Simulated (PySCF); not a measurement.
**PySCF run on O2**

Input:

```python
from pyscf import gto, dft, tdscf

mol = gto.M(
    atom='O 0 0 0; O 0 0 1.14',
    basis='aug-cc-pvdz',
    charge=0,
    spin=2,
    verbose=4,
)
mf = dft.UKS(mol, xc='pbesol')
mf.kernel()
td = tdscf.TDA(mf)
td.nstates = 5
td.kernel()
td.analyze()
mf.dip_moment()
print('orbital energies (hartree):', [e[max(0, n-3):n+3].round(4) for e, n in zip(mf.mo_energy, mol.nelec)])
```

```bash
$ OMP_NUM_THREADS=1 python input.py
```

The log (some set-up lines and the per-cycle HOMO/LUMO lines with their warnings removed):

```
PySCF version 2.14.0

[INPUT] Symbol           X                Y                Z      unit          X                Y                Z       unit  Magmom
[INPUT]  1 O      0.000000000000   0.000000000000   0.000000000000 AA    0.000000000000   0.000000000000   0.000000000000 Bohr   0.0
[INPUT]  2 O      0.000000000000   0.000000000000   1.140000000000 AA    0.000000000000   0.000000000000   2.154287782004 Bohr   0.0

nuclear repulsion = 29.7081942972632
number of shells = 16
number of NR pGTOs = 70
number of NR cGTOs = 46
basis = aug-cc-pvdz
ecp = {}

******** <class 'pyscf.dft.uks.UKS'> ********
method = UKS
initial guess = minao
damping factor = 0
level_shift factor = 0
DIIS = <class 'pyscf.scf.diis.CDIIS'>
SCF conv_tol = 1e-09
SCF max_cycles = 50
number electrons alpha = 9  beta = 7
XC functionals = pbesol

grids dens level: 3
tot grids = 28168
init E= -150.096777195209

cycle= 1 E= -149.702008791808  delta_E= 0.395  |g|= 0.134  |ddm|= 1.28
cycle= 2 E= -149.707500722258  delta_E= -0.00549  |g|= 0.0659  |ddm|= 0.171
cycle= 3 E= -149.709037997194  delta_E= -0.00154  |g|= 0.0118  |ddm|= 0.0681
cycle= 4 E= -149.709080730892  delta_E= -4.27e-05  |g|= 0.00658  |ddm|= 0.0153
cycle= 5 E= -149.709098171037  delta_E= -1.74e-05  |g|= 0.000173  |ddm|= 0.00645
cycle= 6 E= -149.709098186961  delta_E= -1.59e-08  |g|= 8.85e-06  |ddm|= 0.000201
cycle= 7 E= -149.709098187002  delta_E= -4.1e-11  |g|= 7.41e-07  |ddm|= 1.08e-05
Extra cycle  E= -149.709098187002  delta_E=    0  |g|= 4.76e-07  |ddm|= 1.02e-06
converged SCF energy = -149.709098187002  <S^2> = 2.0036789  2S+1 = 3.0024516

******** <class 'pyscf.tdscf.uks.TDA'> for <class 'pyscf.dft.uks.UKS'> ********
nstates = 5
deg_eia_thresh = 1.000e-03
wfnsym = None
conv_tol = 1e-05
eigh lindep = 1e-12
eigh level_shift = 0
eigh max_cycle = 100

Excitation energies (eV)
[7.62987833 7.62987833 7.88106057 7.88106057 8.10856224]

** Excitation energies and oscillator strengths **
Excited State   1:      7.62988 eV    162.50 nm  f=0.0106
       9a ->   10a      0.99915
Excited State   2:      7.62988 eV    162.50 nm  f=0.0106
       8a ->   10a     -0.99915
Excited State   3:      7.88106 eV    157.32 nm  f=0.0000
       9a ->   11a      0.98413
       5b ->    9b     -0.15628
Excited State   4:      7.88106 eV    157.32 nm  f=0.0000
       8a ->   11a      0.98413
       5b ->    8b     -0.15628
Excited State   5:      8.10856 eV    152.91 nm  f=0.0000
       8a ->   12a      0.24350
       9a ->   13a     -0.24350
       6b ->    8b      0.56038
       6b ->    9b     -0.34505
       7b ->    8b     -0.34505
       7b ->    9b     -0.56038

** Transition electric dipole moments (AU) **
state          X           Y           Z        Dip. S.      Osc.
  1         0.0211     -0.2369      0.0000      0.0566      0.0106
  2         0.2369      0.0211      0.0000      0.0566      0.0106
  3        -0.0000      0.0000     -0.0000      0.0000      0.0000
  4         0.0000      0.0000     -0.0000      0.0000      0.0000
  5         0.0000      0.0000     -0.0000      0.0000      0.0000

** Transition velocity dipole moments (imaginary part, AU) **
state          X           Y           Z        Dip. S.      Osc.
  1         0.0071     -0.0803      0.0000      0.0065      0.0155
  2         0.0803      0.0071      0.0000      0.0065      0.0155
  3        -0.0000      0.0000     -0.0000      0.0000      0.0000
  4         0.0000      0.0000      0.0000      0.0000      0.0000
  5        -0.0000     -0.0000     -0.0000      0.0000      0.0000

** Transition magnetic dipole moments (imaginary part, AU) **
state          X           Y           Z
  1         0.0000      0.0000     -0.0000
  2        -0.0000      0.0000     -0.0000
  3         0.5986      0.0649     -0.0000
  4         0.0649     -0.5986      0.0000
  5         0.0000     -0.0000     -0.0000
Dipole moment(X, Y, Z, Debye): -0.00000, -0.00000,  0.00000
orbital energies (hartree): [array([-0.5089, -0.2258, -0.2258,  0.0566,  0.068 ,  0.0936]), array([-0.4684, -0.4563, -0.4563, -0.1437, -0.1437,  0.068 ])]
```

In short: E(SCF) = -149.709098 Eh, 7 cycles, ⟨S²⟩ = 2.004, μz(SCF) = 0.00 D, first excitations without spin–orbit coupling 7.63, 7.63, 7.88, 7.88, 8.11 eV.

Run time: 6 s on 1 thread of AMD EPYC 7R43 64-Core (shared host), peak memory 0.2 GiB.

The bond length is a typed value, not an optimised one. No search for the lowest solution was made.
